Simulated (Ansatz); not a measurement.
# Scan of HMgGe, quartet

Starting geometry (PBE0/def2-TZVP stationary point for this spin, not checked as a minimum):

```xyz
3

Ge    0.0000    0.0000    2.2675
Mg    0.0000    0.0000   -0.2851
H     0.0000    0.0000   -1.9824
```

From there H3 moves along the line of the two atoms named below, all else staying in place; atoms are numbered as listed. Energies are in eV, counted from the starting geometry at the same level. Kohn–Sham curves are unrestricted where that lies lower.

Basis 6-31G (Cartesian d functions); Ansatz 0.2.0. Correlated methods freeze the noble-gas cores and the filled d shells of p-block atoms. No spin–orbit coupling is included, and no scalar relativity. The metal's outer-core shells are frozen, which leaves out core–valence correlation.

Full CI is exact within this basis and frozen core; it isn't the basis-set limit.

| distance Mg2-H3 (Å) | PBE |
| --- | --- |
| 1.352 | 0.963 |
| 1.531 | 0.206 |
| 1.697 | 0.000 |
| 1.900 | 0.093 |
| 2.054 | 0.294 |
| 2.314 | 0.724 |
| 2.684 | 1.289 |
| 3.095 | 1.671 |
| 3.786 | 1.861 |
| 4.533 | 1.895 |
| 5.904 | 1.915 |

Task: Estimate the full CI curve in 6-31G from this one, knowing how PBE errs.

Result: The computed full CI values, in eV from the starting point, and the error of PBE against them:
```csv
distance Mg2-H3 (Å),full CI,PBE less full CI
1.352,1.028,-0.065
1.531,0.231,-0.024
1.697,0.000,0.000
1.900,0.072,0.021
2.054,0.261,0.033
2.314,0.676,0.048
2.684,1.232,0.058
3.095,1.587,0.084
3.786,1.710,0.151
4.533,1.720,0.175
5.904,1.725,0.189
```

PBE at 5.904 Å lies 0.189 eV (11 %) above the reference in this basis.

In so small a basis the reference is far from its limit while semilocal and hybrid functionals are nearer theirs, so the functionals' errors here hold much of the reference's basis and frozen-core error, which can add to them or hide them.
